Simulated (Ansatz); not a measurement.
Energy profile

The step: CH₃F ([CH3][F]) + SiH₃ → CH₂F ([CH2][F]) + SiH₄; bonds formed: H1–Si4; bonds broken: H1–C2 (atoms numbered as in the saddle structure below).

| atom | x (Å) | y (Å) | z (Å) |
| --- | --- | --- | --- |
| H1 | -0.0483 | -0.1113 | 0.1289 |
| C2 | -1.3350 | 0.1805 | 0.9824 |
| F3 | -1.8091 | 1.3277 | 0.4651 |
| Si4 | 1.2380 | -0.2301 | -0.8612 |
| H5 | -0.9538 | 0.3037 | 1.9935 |
| H6 | -1.9821 | -0.6695 | 0.7788 |
| H7 | 1.8373 | -1.5869 | -0.7406 |
| H8 | 0.8027 | -0.0050 | -2.2649 |
| H9 | 2.2503 | 0.7912 | -0.4819 |

Electronic energies by CCSD(T) at an estimated basis limit (MP2 extrapolated from triple and quadruple zeta, plus CCSD(T) − MP2 in triple zeta), on PBE0-D4/def2-TZVP structures; CH6FSi, doublet; no counterpoise correction; spin–orbit coupling, which lowers free halogen atoms and radicals such as OH and SH, is left out. Computed with Ansatz 0.2.0 (basis: def2-TZVPP and def2-QZVPP); correlated methods freeze the cores; orbitals are unrestricted. Extrapolation: Hartree–Fock as exp(−7.88 √X), correlation as X^−2.97.

Problem. Give the profile in kcal/mol, counted from the separated reactants. (To be estimated.)

Solution. The calculation gives:
| point | kcal/mol |
| --- | --- |
| separated: CH3F (linked as [CH3][F]; H1, C2, F3, H5, H6; singlet) + SiH3 (Si4, H7, H8, H9; doublet) | 0.00 |
| start structure | -1.20 |
| saddle | 22.38 |
| end structure | 11.13 |
| separated: SiH4 (H1, Si4, H7, H8, H9; singlet) + CH2F (linked as [CH2][F]; C2, F3, H5, H6; doublet) | 12.09 |

The T1 diagnostic stays at or below 0.016. ⟨S²⟩ of the unrestricted Hartree–Fock references: 0.75 to 0.78 (a pure state has 0.75).

Radical steps of this kind take place in plasma deposition and etching.

For scale, one of the runs: CCSD(T)/def2-TZVPP, 188 basis functions, launched by `ansatz run in.yaml --threads 4 --pin off --events-out ev --progress --plain --max-ram 9574MiB`. The run took 97 s on 4 CPU threads of an Arm Neoverse V2 (shared host), with 5 GiB of host memory at its peak.
